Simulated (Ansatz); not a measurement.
Write a Python script for Ansatz 0.2.0 through its Python package that makes a rigid scan of one bond length of CH4Mg, SMILES [CH3][MgH]. Level of theory (for the species named): PBE, 6-31G* basis, multiplicity 1, D3BJ dispersion.

Input file `ch4mg.xyz`:
```text
6

C    -0.15390   -0.58190   -0.60310
Mg    0.30040    0.84090    0.97470
H    -0.72830    0.01700   -1.45480
H    -0.81860   -1.30230   -0.22860
H     0.72380   -1.02750   -1.01080
H     0.71860    1.98990    2.27640
```

`scan_ch4mg.py`
```python
"""Potential curve of CH4Mg along one bond."""

import ansatz as az
import numpy as np

BASIS = "6-31G*"
XC = "pbe"
DISPERSION = "d3bj"

ch4mg = az.Crystal.molecule_from_extxyz("ch4mg.xyz")

symbols = [site.symbol for site in ch4mg.cartesian_sites]
start = np.array([site.position_ang for site in ch4mg.cartesian_sites])
axis = (start[1] - start[0]) / np.linalg.norm(start[1] - start[0])
moving = [1, 5]
lengths, energies = [1.85, 2.0, 2.17, 2.39, 2.72, 3.26, 3.91, 4.78], []
for length in lengths:
    xyz = start.copy()
    xyz[moving] += (length - np.linalg.norm(start[1] - start[0])) * axis
    point = az.Crystal.molecule()
    for symbol, place in zip(symbols, xyz):
        point = point.atom(symbol, place.tolist())
    base = (
        point.calculation()
        .basis(gaussian=BASIS)
        .functional(XC, dispersion=DISPERSION)
        .spin("collinear")
    )
    summary = base.run(threads=1).report
    energies.append(summary["free_energy_ev"])
    print(f"r = {length:6.3f} A  E = {energies[-1]:.5f} eV  <S^2> = {abs(summary['mean_field']['state']['spin_squared']):.3f}")

print("energy above the lowest point (eV):", [round(e - min(energies), 3) for e in energies])
```

```console
$ python scan_ch4mg.py
r =  1.850 A  E = -6539.67454 eV  <S^2> = 0.000
r =  2.000 A  E = -6540.05760 eV  <S^2> = 0.000
r =  2.170 A  E = -6540.10582 eV  <S^2> = 0.000
r =  2.390 A  E = -6539.86056 eV  <S^2> = 0.000
r =  2.720 A  E = -6539.26939 eV  <S^2> = 0.000
r =  3.260 A  E = -6538.27254 eV  <S^2> = 0.000
r =  3.910 A  E = -6537.47874 eV  <S^2> = 0.545
r =  4.780 A  E = -6537.15544 eV  <S^2> = 0.909
energy above the lowest point (eV): [0.431, 0.048, 0.0, 0.245, 0.836, 1.833, 2.627, 2.95]
```

What to keep in mind:
- Total energies depend on the basis set; only differences at equal settings carry meaning.
- The rest of the molecule is held rigid at a force-field or estimated start geometry, and the basis set is modest; single-reference methods fail as a bond breaks.
- The expectation value of S² is noticeably off S(S+1) in at least one run, so that state is spin-contaminated.
- Hardware and time: 12 s on 1 thread of Arm Neoverse V2, on a shared host, peak memory 0.18 GiB.
